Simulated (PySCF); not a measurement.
Gas-phase reaction: 2 SiHF₃ + Si + 2 H₂ → 3 SiH₂F₂

Method: PySCF energies plus ideal-gas RRHO corrections (1 bar). 'Table' is the NASA 1993 thermochemical table (part measured, part estimated). After a fit of one offset per element over all species, the range-separated, M06-2X, PBE0/def2-QZVP and CCSD(T)/def2-TZVPP enthalpies, where run, lie to one side of the table for SiH₂F₂ (+16 kJ/mol): a fault of the table's entry, another state or a shared error of the levels is possible; this was not checked at source. † marks an energy on the PBE0/def2-TZVP geometry and frequencies; other levels use their own. 6-31G* has spherical d functions here. Open shells (unrestricted): Si (multiplicity 3, electronic degeneracy 9); the rest are closed-shell singlets. Spin-orbit splitting is ignored; it lowers the true energy and changes the entropy of Si. B3LYP is the form with VWN-RPA correlation. For this reaction the table lies outside the span of B3LYP, CCSD(T), M06-2X, MP2, PBE0, r2SCAN, ωB97M-V, ωB97X-V in their largest bases here; which side is off was not settled. The harmonic model lacks anharmonicity and excited electronic states, which grow with temperature; levels with a mode under 35 cm⁻¹ are left out. The table's entry may be an old estimate for SiHF₃, SiH₂F₂ (not checked at source).

```csv
level,"ΔH°(298 K), kJ",minus table,"ΔG°(600 K), kJ"
table,-420.7,-,-298.1
B3LYP/6-31G*,-355.8,64.9,-232.5
B3LYP/def2-TZVP†,-376.7,44.0,-253.8
PBE0/def2-SVP†,-393.1,27.6,-270.3
PBE0/def2-TZVP,-384.3,36.4,-261.5
r2SCAN/def2-TZVP†,-380.8,39.9,-257.9
LDA/def2-TZVP†,-436.5,-15.8,-313.6
ωB97M-V/def2-TZVP†,-388.5,32.2,-265.6
ωB97X-V/def2-TZVP†,-407.8,12.9,-284.9
```
